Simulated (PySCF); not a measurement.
Ionisation energies (eV) were calculated with PySCF 2.14 by LDA, MP2 (valence), PBE, in another order, as differences of total energies without spin-orbit coupling. The measured values are between term centres (NIST).

```json
{"species": "B (aug-cc-pVTZ with one added diffuse shell each of s, p, d, f type, non-relativistic)", "measured": "8.297", "A": "8.641", "B": "8.670", "C": "8.265"}
{"species": "Cl (aug-cc-pV(T+d)Z with one added diffuse shell each of s, p, d, f type, non-relativistic)", "measured": "12.974", "A": "13.205", "B": "12.977", "C": "12.769"}
{"species": "Ga+ (aug-cc-pVTZ-PP with one added diffuse shell each of s, d, f type with ECP10MDF, ECP)", "measured": "20.515", "A": "21.103", "B": "20.678", "C": "19.474"}
{"species": "Ge (aug-cc-pVTZ-PP with one added diffuse shell each of s, d, f type with ECP10MDF, ECP)", "measured": "7.925", "A": "7.964", "B": "7.845", "C": "7.759"}
{"species": "Br+ (aug-cc-pVTZ-PP with one added diffuse shell each of s, d, f type with ECP10MDF, ECP)", "measured": "21.409", "A": "21.568", "B": "21.303", "C": "20.935"}
{"species": "Rh (aug-cc-pVTZ-PP with one added diffuse shell each of s, p, d, f, g type with ECP28MDF, ECP)", "measured": "7.479", "A": "8.217", "B": "7.913", "C": "7.311"}
{"species": "Sn+ (aug-cc-pVTZ-PP with one added diffuse shell each of d, f type with ECP28MDF, ECP)", "measured": "14.282", "A": "14.399", "B": "14.218", "C": "13.954"}
{"species": "Sb (aug-cc-pVTZ-PP with one added diffuse shell each of d, f type with ECP28MDF, ECP)", "measured": "9.124", "A": "9.121", "B": "8.965", "C": "9.001"}
```

**Question.** Which column is which method?

**Answer.** A is LDA (mean error 0.28 eV); B is PBE (mean error 0.07 eV); C is MP2 (valence) (mean error -0.32 eV). LDA overbinds the outer electron and comes out highest. PBE, with gradient corrections, lies close to experiment on average, with errors of both signs. Valence MP2 in a finite basis recovers only part of the missing correlation, so it stays below experiment on average.
